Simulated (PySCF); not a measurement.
Molecule (SMILES): OCl (OH-Cl).
Geometry (B3LYP-D3(BJ)/def2-TZVP, fixed):
```xyz
3

O      0.0220     1.1044    -0.0012
H     -0.9233     1.3146     0.0160
Cl     0.0439    -0.5970    -0.0004
```
Charge 0, spin multiplicity 1.

How fast the isotropic shielding of Cl3 converges with the basis for several methods (PySCF): deviation from each method's own reference, in ppm. References: HF 202.50 ppm, the value in pcSseg-3; PBE 28.11 ppm, the value in pcSseg-3; PBE0 86.70 ppm, the value in pcSseg-3. All functions are spherical. No added dispersion term, no relativity. GIAO; atoms are numbered in the order shown.

```csv
basis,functions,HF,PBE,PBE0
pcSseg-0,24,160.42,151.99,151.03
6-31G*,34,132.99,145.46,134.48
6-31+G*,42,105.47,87.73,89.47
6-311G**,50,122.84,121.44,116.43
def2-SVPD,58,110.48,105.47,104.13
aug-cc-pV(D+d)Z,64,85.95,79.29,78.55
cc-pV(T+d)Z,83,60.93,72.45,67.49
def2-QZVPP,157,6.00,10.17,8.53
```

Mean absolute deviation over 6-311G**, cc-pV(T+d)Z: HF 91.89, PBE0 91.96, PBE 96.95 ppm.
